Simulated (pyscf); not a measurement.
Optimised with ωB97X-D3(BJ)/def2-SVP in PySCF.

**Question.** Estimate the classical barrier height and the reaction energy of `[SiH3][NH][SiH3]` + `[FH]` → `[F][SiH3]` + `[NH2][SiH3]` at PBE/def2-TZVP. The step runs on the singlet surface, breaks N–Si, F–H and forms F–Si, H–N; take the separated reactants as zero.

**Answer.** ΔE‡ = 24.4 kJ/mol, ΔE = -79.1 kJ/mol. ωB97M-D3(BJ)/def2-TZVP gives 41.9 kJ/mol and -76.9 kJ/mol. Zero-point energy shifts the barrier by +4.9 kJ/mol. It is a four-centre exchange, with an imaginary mode of 739i cm⁻¹. On the reactant side the descent ends in a complex, 32.3 kJ/mol under the separated species and 73.5 kJ/mol under the saddle at ωB97X-D3(BJ)/def2-TZVP. On the product side the descent ends in a complex (not fully relaxed), 17.3 kJ/mol under the separated species and 127.8 kJ/mol under the saddle at ωB97X-D3(BJ)/def2-TZVP. This is the saddle that the search found; another between the same sides may lie lower.
